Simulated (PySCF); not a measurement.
**Core-level binding energies of 1,2,3-trifluoropropane**

1,2,3-trifluoropropane, C3H5F3.
Z-matrix (Å and degrees, PBE0-D3(BJ)/def2-SVP geometry), rows numbered from 1:
```
F 
C   1  1.3695
C   2  1.5061  1  110.76
F   3  1.3753  2  110.19  1    67.29
C   3  1.5163  2  113.17  1   -52.73
F   5  1.3699  3  109.03  2   -62.77
H   2  1.1027  1  109.15  3  -120.00
H   2  1.1027  1  108.98  3   120.58
H   3  1.1056  2  108.03  1  -174.15
H   5  1.1017  3  109.69  2   177.03
H   5  1.1016  3  109.40  2    57.06
```

Computed with delta-SCF UKS SCAN, pcX-2 on the ionised atom, pcseg-1 elsewhere, spin-free X2C (PySCF). Each binding energy is the total energy of the core-ionised species, with the hole localised on one atom, minus that of the ground state; both are solved self-consistently, so orbital relaxation is included.

**Question.** List the computed XPS lines with their assignment.

**Answer.** 
```tsv
atom(s)	environment	level	binding energy (eV)	above the level's lowest (eV)	count
C2/C5	sp3 C–F carbon	C 1s	293.66	0.00	2
C3	sp3 C–F carbon	C 1s	293.74	+0.08	1
F1/F6	alkyl fluorine	F 1s	692.93	0.00	2
F4	alkyl fluorine	F 1s	693.00	+0.07	1
```

The 2 C 1s values lie within 0.08 eV of each other; Gaussian lines of 0.5 eV full width would blend them into one maximum.

The 2 F 1s values lie within 0.07 eV of each other; Gaussian lines of 0.5 eV full width would blend them into one maximum.

**Question.** Which effective nuclear charge Zeff reproduces each element's mean 1s value in the hydrogen-like formula E = 13.606 eV × Zeff²?

**Answer.** C (Z = 6): mean 293.7 eV, Zeff = 4.65, Z − Zeff = 1.35; F (Z = 9): mean 693.0 eV, Zeff = 7.14, Z − Zeff = 1.86. Means run over the listed sites, weighted by atom count.

**Question.** Give the binding energy of F 1s of F4 in hartree and in kJ/mol.

**Answer.** 693.00 eV = 25.4673 Eh = 66864 kJ/mol.

Topologically equivalent atoms share the value of their first member; where this conformer doesn't relate them by symmetry, their own values could differ. Geometry: PBE0-D3(BJ)/def2-SVP, one conformer, isolated molecule.
